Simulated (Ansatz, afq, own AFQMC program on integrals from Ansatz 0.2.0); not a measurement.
AFQMC on a folder of integrals that Ansatz 0.2.0 wrote.

```yaml
crystal:
  periodic: [false, false, false]
  atoms:
    - {symbol: Ge, position_ang: [0.000000, 0.000000, 0.273860]}
    - {symbol: C, position_ang: [0.000000, 0.000000, -1.494741]}
    - {symbol: H, position_ang: [0.000000, 1.285282, 1.096845]}
    - {symbol: H, position_ang: [0.000000, -1.285282, 1.096845]}
    - {symbol: H, position_ang: [0.000000, 0.923283, -2.059354]}
    - {symbol: H, position_ang: [0.000000, -0.923283, -2.059354]}
basis:
  gaussian: {orbitals: cc-pVTZ}
magnetization: {spin_polarized: true, initial_magnetization: 2}
correlation: {method: ccsd_t, electrons: outside_noble_gas, hamiltonian_folder: ham}
```

```sh
$ ansatz run in.yaml --threads 1 --pin off --events-out ev --progress --plain --max-ram 16896MiB --backend cuda --devices 0, --max-vram 18GiB
```

Options of the walk:

```
--method free --trial cisd --walkers 200 --time-step 0.03 --max-blocks 4000 --target-error 0.00042 --factor-cut 1e-05 --seed 4480 --times 0,0.21,0.42,0.81,1.2,1.8,2.4,3 --taylor-order 8
```

Times are imaginary, in 1/Eh. The walk had a cap of 99 s. Filled inner d shells are frozen with the cores.

Output of the walk:

```
orbitals 114  electrons 7 5  factors 708 of 752
reference energy -2115.48760849 Eh
CCSD correlation -0.28382846 Eh in 10 cycles, weight of the determinant in the CISD state 0.8813
repeat  energy at the last time / Eh  error
    10  -2115.784398  0.001078
    20  -2115.782245  0.000853
    30  -2115.781858  0.000678
    40  -2115.781505  0.000614
    50  -2115.781741  0.000566
    60  -2115.781974  0.000509
    70  -2115.782204  0.000453
    80  -2115.782193  0.000414
time / (1/Eh)  energy / Eh  error  mean overlap
  0.00  -2115.771334  0.000078  1.1342
  0.21  -2115.777024  0.000106  1.1255
  0.42  -2115.779012  0.000125  1.1245
  0.81  -2115.780748  0.000150  1.1181
  1.20  -2115.781390  0.000187  1.1125
  1.80  -2115.781679  0.000242  1.1119
  2.40  -2115.781925  0.000267  1.0997
  3.00  -2115.782190  0.000409  1.0768
energy -2115.782190 +/- 0.000409 Eh
```

The run passed its tests (error under three times the target), which doesn't prove that it has relaxed.

Against this walk (error 11.1 meV) on the same determinant: CCSD(T) 47.2 meV higher, the released energy of a separate walk with a CISD trial 15.7 ± 11.9 meV higher (within the noise). The error is statistical, and a free projection of finite length keeps a remainder of its start. The projection is still falling at its last time (meV from the last point: 39 ± 4 at 0.81, 22 ± 5 at 1.20, 14 ± 7 at 1.80, 7 ± 7 at 2.40, 0 ± 11 at 3.00), so its energy is a cut-off value, and the gaps above aren't errors of the other methods.

Cautions: remainder of the start not in the error; no relativity below Rb; no spin-orbit coupling; inner d shell frozen; another spin lies lower.

The walk took 69 s on 1 × NVIDIA H100 80GB HBM3 with 2 threads of AMD EPYC 7R13 Processor (Zen 3), on a shared host (the card was shared). The log's last line is the free-projection energy.

A walk keeps the symmetry of its determinant, which the program's search chose and which needn't be the lowest solution, so a lower state of the same spin and another symmetry isn't excluded.
